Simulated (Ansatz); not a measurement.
**BH₄ (doublet): wave-function methods side by side at distance H1–H2 along a hydrogen transfer = 1.179 Å, 6-31G**

How much of the correlation energy of BH₄ (doublet) does each wave-function method recover here?

Method: 6-31G, core rule «outside noble gas», up to 1 orbitals frozen; program: Ansatz 0.2.0, Gaussian basis.

The runs, in order: UHF; CCSD(T) on ROHF; CCSD(T) on UHF; BCCD(T) on ROHF; CISD; CCSDT(Q) on ROHF; CCSDT(Q) on UHF; CISDTQ; CCSDTQ on ROHF; CCSDTQ on UHF; CASSCF and MRCISD+Q, 3 electrons in 3 orbitals; CASSCF and NEVPT2, 3 electrons in 3 orbitals; CASSCF and MRCISD+Q, 7 electrons in 8 orbitals; CASSCF and NEVPT2, 7 electrons in 8 orbitals; Full CI.

5 further runs of the same task are left out: 1 for a mislabelled method, 4 that didn't finish.

## (1) The geometry

The geometry derives from fragments relaxed apart (PBE0/def2-TZVP) and kept rigid, so it is no stationary point. A hydrogen atom is moved between rigid fragments.

5 atoms, charge 0, spin multiplicity 2.

Atoms are counted from 1 here; the program's logs count them from 0.

Bond lengths: H2–B3 1.242 Å, B3–H4 1.191 Å, B3–H5 1.191 Å. Angles: H2–B3–H4 115.3°, H2–B3–H5 115.3°, H4–B3–H5 129.4°.

## (2) UHF

Input file in.yaml:

```yaml
crystal:
  periodic: [false, false, false]
  atoms:
    - {symbol: H, position_ang: [-2.241394, 0.000000, 0.000000]}
    - {symbol: H, position_ang: [-1.062394, 0.000000, 0.000000]}
    - {symbol: B, position_ang: [0.179606, 0.000000, 0.000000]}
    - {symbol: H, position_ang: [0.688679, 0.000000, 1.077008]}
    - {symbol: H, position_ang: [0.688680, 0.000000, -1.077008]}
basis:
  gaussian: {orbitals: 6-31G}
magnetization: {spin_polarized: true, initial_magnetization: 1}
hamiltonian: {xc: hf}
output: {orbitals: {seedname: orbitals}}
```

Started as:

```bash
$ ansatz run in.yaml --threads 1 --pin off --events-out ev --progress --plain --max-ram 2393MiB
```

After this run come: CCSD(T) on ROHF; CCSD(T) on UHF; BCCD(T) on ROHF; CISD; CCSDT(Q) on ROHF; CCSDT(Q) on UHF; CISDTQ; CCSDTQ on ROHF; CCSDTQ on UHF; CASSCF and MRCISD+Q, 3 electrons in 3 orbitals; CASSCF and NEVPT2, 3 electrons in 3 orbitals; CASSCF and MRCISD+Q, 7 electrons in 8 orbitals; CASSCF and NEVPT2, 7 electrons in 8 orbitals; Full CI.

Before running them: what should the planned runs give, taken together? Wanted: FCI below the RHF energy; RMP2 from FCI; UMP2 from FCI; RCCSD from FCI; RCCSD(T) from FCI; UCCSD(T) from FCI; RCCSDT(Q) from FCI; UCCSDT(Q) from FCI; NEVPT2 pair from FCI.

**Answer**, as computed:

```
                         quantity                                                                                                                                        value
         FCI below the RHF energy                                                                                                                                   -2.1890 eV
                    RMP2 from FCI                                                                                                                                   +554.7 meV
                    UMP2 from FCI                                                                                                                                   +542.4 meV
                   RCCSD from FCI                                                                                                                                    +35.9 meV
                RCCSD(T) from FCI                                                                                                                                     +9.5 meV
                UCCSD(T) from FCI                                                                                                                                     +9.4 meV
               RCCSDT(Q) from FCI                                                                                                                                     +0.2 meV
               UCCSDT(Q) from FCI                                                                                                                                     +0.2 meV
             NEVPT2 pair from FCI                                                                                                                                   +441.9 meV
          NEVPT2 valence from FCI                                                                                                                                   +193.8 meV
        MRCISD+Q valence from FCI                                                                                                                                     +6.6 meV
levels within 1 kcal/mol (43 meV)  RCCSD, UCCSD, RCCSD(T), UCCSD(T), BCCD(T), RCCSDT, UCCSDT, CISDTQ, RCCSDT(Q), UCCSDT(Q), RCCSDTQ, UCCSDTQ, MRCISD valence, MRCISD+Q valence
                    T1 diagnostic                                                                                                                                        0.019
   effectively unpaired electrons                                                                                                                                         1.02
```

**Reading.** RCCSD(T) misses by +9.5 meV, 0.4 % of the correlation energy. One determinant dominates. Of the multireference levels listed MRCISD+Q valence comes nearest in total energy (+6.6 meV), which doesn't show that its space is the better one. These misses are within one basis, not against nature; the frozen cores of restricted and unrestricted runs differ, which can shift their rows.
